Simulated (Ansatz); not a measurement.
# Cl–HfH–Cl⁺, singlet: the ladder up to RCCSDT(Q)

Geometry: that of the Cl–HfH–Cl, doublet, kept fixed.

```yaml
atoms:
  - { symbol: Hf, position_ang: [0.0000, -0.2842, 0.0000] }
  - { symbol: Cl, position_ang: [0.0000, 0.7458, -2.0909] }
  - { symbol: Cl, position_ang: [0.0000, 0.7458, 2.0909] }
  - { symbol: H, position_ang: [0.0000, -2.1344, 0.0000] }
```

Basis def2-SVP with its core potentials; Ansatz 0.2.0. Only valence electrons are correlated (noble-gas cores frozen), which leaves 18 electrons in 59 orbitals. R marks a restricted (for open shells ROHF) determinant. No spin–orbit coupling is included; scalar relativity enters through the core potentials alone. The metal's outer-core shells are frozen, which leaves out core–valence correlation.

Full CI isn't at hand for all of this; RCCSDT(Q) serves as the reference, and is uncertain by about the last step of the cluster series.

- UHF ⟨S²⟩: 0.000
- T1 diagnostic (RCCSD): 0.0200
- largest doubles amplitude (RCCSD): 0.037

| level | E − E(RCCSDT(Q)) (mEh) | share of correlation (%) | wall time |
| --- | --- | --- | --- |
| RHF | 386.59 | 0.00 | – |
| RMP2 | 41.78 | 89.19 | – |
| RCCSD | 14.05 | 96.37 | – |
| RCCSD(T) | 1.66 | 99.57 | 6 s |
| RCCSDT | 0.83 | 99.79 | – |

The correlation energy at RCCSDT(Q), counted from RHF, is -10.520 eV. That run took 16 s on 2 threads of AMD EPYC 7R13 with a shared H100 80 GB, shared host.

Times hold each run's SCF and search for its determinant on a shared host, so for small cases they say little of a method's own cost; they ran on 1 thread of AMD EPYC 7R13.
